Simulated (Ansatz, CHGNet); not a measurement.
For zinc-blende InP, the machine-learned potential CHGNet-r²SCAN (trained on r²SCAN data) gives:

| Property | Value |
|---|---|
| elastic constant C11 | 51.3 GPa |
| elastic constant C44 | 5.2 GPa |
| polycrystal shear modulus | 5.6 GPa |

What does B3LYP (VWN-RPA form) (PAW; Ansatz, an electronic-structure program) give for the same quantities?


- elastic constant C11: 92.2 GPa (grows by 80 %)
- elastic constant C44: 45.7 GPa (increases by 780 %)
- Voigt–Reuss–Hill shear modulus: 35.2 GPa (grows by 530 %)

For comparison: elastic constant C11 101 GPa (measured, temperature not stated, not corrected to a static lattice; as tabulated in Oses et al. (2018), arXiv:1811.08464); elastic constant C44 45.6 GPa (measured, temperature not stated, no zero-point or thermal correction; as tabulated in Oses et al. (2018), arXiv:1811.08464).

Changes are worked out from the printed values.

Unless a cell is named, each level is at its own relaxed cell (CHGNet-r²SCAN 25.57, B3LYP (VWN-RPA form) 26.80 Å³/atom).

Ansatz's density-functional and Hartree–Fock values are scalar-relativistic unless marked +SOC, with PAW data made under PBE.
